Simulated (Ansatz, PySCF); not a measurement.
Molecule: C2H6NO, charge 1, multiplicity 1. It need not be the lowest isomer of its formula. 
Coordinates optimised at B3LYP-D3(BJ)/def2-TZVP (Ansatz, a quantum-chemistry and plane-wave program):
```
C
O 1 1.1659
C 1 1.4793 2 134.22
H 3 1.0875 1 108.72 2 4.74
H 3 1.0925 4 110.14 1 -121.43
H 3 1.0938 4 109.55 5 -118.57
N 1 1.6398 2 113.98 3 179.99
H 7 1.0229 1 112.81 2 131.39
H 7 1.0236 8 109.40 1 119.07
H 7 1.0237 8 108.21 9 118.15
```
Charge +1, spin multiplicity 1.

Total electronic energies in hartree. Cores are frozen in the correlated levels unless marked. Spin-orbit coupling is left out. Non-relativistic. CBS marks a two-point X^-3 extrapolation of the correlation energy; Hartree-Fock from the larger set. [CCSD(T)-MP2]/basis is that difference in the basis named.

| level | program | energy (Eh) |
|---|---|---|
| PBE0-D3(BJ)/def2-TZVPD | Ansatz + dftd3 | -209.38607 |
| BHLYP/def2-TZVPD | Ansatz | -209.49714 |
| HSE06/def2-TZVPD | Ansatz | -209.37045 |
| LC-wPBE-D4/def2-TZVPD | Ansatz + dftd4 | -209.49630 |
| B2GP-PLYP-D3(BJ)/def2-TZVPD | Ansatz + dftd3 | -209.41456 |
| MP2/6-31G* | Ansatz | -208.88995 |
| CCSD(T)/6-31G* | Ansatz | -208.93971 |
| CCSD(T)/cc-pVDZ | PySCF | -209.00091 |
| RI-MP2/CBS(cc-pVTZ,cc-pVQZ)+[CCSD(T)-MP2]/cc-pVTZ | Ansatz | -209.3166 |

Totals of different functionals don't rank their quality; only differences between species are comparable.
